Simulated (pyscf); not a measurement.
F–B(F)–F (SMILES FB(F)F) + HCl (SMILES Cl) → HF (SMILES F) + F–B(F)–Cl (SMILES FB(F)Cl) (four-centre exchange; singlet surface; B–F, Cl–H broken, F–H, B–Cl formed). Single points on ωB97X-D3(BJ)/def2-SVP structures (PySCF, gas phase). MP2 and CC: frozen core, UHF for open shells. ΔMP2 is the change of the MP2 total energy from the triple- to the quadruple-zeta basis. Rate constants from transition-state theory, CCSD(T)/def2-TZVPP + ΔMP2(QZVPP) energies (ideal gas, 1 atm, RRHO with modes under 100 cm⁻¹ raised to 100, one conformer, R ln 2 for chiral ones without a mode under 150 cm⁻¹; no tunnelling), k in cm³ molecule⁻¹ s⁻¹.

```tsv
T (K)	1000/T	log10 k
298	3.354	-35.02
600	1.667	-23.71
900	1.111	?
1200	0.833	-17.75
```

Q: Fit an Arrhenius line to the three values, give the activation energy, and predict k at 900 K.

A: Least squares gives log10 k = -12.17 − 6.83 × 1000/T, so Ea = 6.83 × ln 10 × 1.987 = 31.3 kcal/mol, against an electronic barrier of 30.2. At 900 K the line gives -19.76; the computed value is -19.81 (ΔG‡ = 58.4 kcal/mol), close to the line. One saddle was located; it need not be the lowest between these sides. The CCSD(T) − MP2 part came from Ansatz, without density fitting, on the same reference.
